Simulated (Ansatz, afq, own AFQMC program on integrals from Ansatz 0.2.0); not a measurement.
# Si$_{2}$H$_{5}$, doublet: AFQMC among the cluster methods

```xyz
7

Si   -1.5698    0.0244    0.0000
H    -2.0647    1.4241    0.0000
H    -2.0647   -0.6755    1.2122
H    -2.0647   -0.6755   -1.2122
H     0.1192    0.0244    0.0000
Si    1.7122    0.0244    0.0000
H     2.1086   -1.4552    0.0000
```

Basis cc-pVDZ. Noble-gas cores (and the filled d shells of Ga–Kr and In–Xe) are frozen. Integrals, coupled cluster, full CI and functionals: Ansatz 0.2.0; the random walks run on the same integrals in our own AFQMC program. ph-AFQMC/CISD is guided by a CISD state made of CCSD amplitudes; releasing the constraint for a short imaginary time cuts its bias at the price of noise, slowly where states lie close. Error bars are statistical, one sigma.

Determinant: UHF, the one that the program's search chose, which needn't be the lowest solution. The geometry is a point of a scan.

No full CI on the walks' own integrals is used here; CCSDT(Q) serves as the reference and is uncertain by about the last step of the cluster series.

Cautions: the released energies are still falling, so no released level is given (meV from the phaseless value at times in 1/Eh: -4 ± 4 at 0.24, -5 ± 4 at 0.51, -8 ± 3 at 0.99, -9 ± 4 at 1.62, -12 ± 4 at 2.40), though the last usable value meets CCSDT(Q) within the noise.

The T1 diagnostic is 0.0205. The weight of the determinant in the CISD state is 0.848 and the ⟨S²⟩ of the determinant is 0.772. The size of the correlated space is 13 electrons in 51 orbitals.

```tsv
level	correlation energy (eV)
MP2	-5.3008
CCSD	-6.7266
CCSD(T)	-6.8990
```

**Question.** Estimate where phaseless AFQMC with a CISD trial lies against CCSD(T) on the same integrals.

**Answer.** 3.8 ± 0.4 kJ/mol below CCSD(T).

Reference: CCSDT(Q), correlation energy -6.947 eV.

```
        level  E − E(reference) (kJ/mol)  share of correlation (%)
      CCSD(T)                        4.6                     99.31
        CCSDT                        0.7                     99.89
ph-AFQMC/CISD                  0.9 ± 0.4                     99.87
```

A walk keeps the symmetry of its determinant, which the program's search chose and which needn't be the lowest solution, so a lower state of the same spin and another symmetry isn't excluded.
